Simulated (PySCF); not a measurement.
## C4H4FN: core ionisation energies

Compound: C4H4FN.
Atom-mapped SMILES: `[CH3:1]/[CH:2]=[C:3](\[F:4])[C:5]#[N:6]`

Method: delta-SCF UKS SCAN, pcX-2 on the ionised atom, pcseg-1 elsewhere, spin-free X2C in PySCF 2.14.0. These are vertical core ionisation energies against the vacuum level, from separate self-consistent calculations with and without the core hole.

Problem. List the computed XPS lines with their assignment.

Solution. 
```tsv
atom(s)	bonded to	level	binding energy (eV)	above the level's lowest (eV)	count
F4	C	F 1s	693.79	0.00	1
N6	C (triple bond)	N 1s	405.34	0.00	1
C3	F, C (double bond) and C	C 1s	294.19	+2.64	1
C5	N (triple bond) and C	C 1s	292.62	+1.07	1
C1	C and 3 H	C 1s	291.68	+0.13	1
C2	C (double bond), C and H	C 1s	291.55	0.00	1
```

The listed C 1s values span 2.64 eV, from C2 (bonded to C (double bond), C and H) to C3 (bonded to F, C (double bond) and C). The widest gap between neighbouring values is 1.57 eV, between 292.62 and 294.19 eV. Summing the Pauling electronegativity differences to the bonded atoms, each weighted by its formal bond order, gives -0.35 for the lowest site and +1.43 for the highest; the largest sum, +1.47, belongs to C5, 1.57 eV below the top. The smallest sum, -1.05, belongs to C1, 0.13 eV above the lowest.

Problem. Which effective nuclear charge Zeff reproduces each element's mean 1s value in the hydrogen-like formula E = 13.606 eV × Zeff²?

Solution. C (Z = 6): mean 292.5 eV, Zeff = 4.64, Z − Zeff = 1.36; N (Z = 7): mean 405.3 eV, Zeff = 5.46, Z − Zeff = 1.54; F (Z = 9): mean 693.8 eV, Zeff = 7.14, Z − Zeff = 1.86. Means run over the listed sites, weighted by atom count.

Isolated species at its PBE0-D3(BJ)/def2-SVP geometry, gas phase.

The run took 39 s wall on one thread of an Arm Neoverse V2, no GPU, on a shared host.
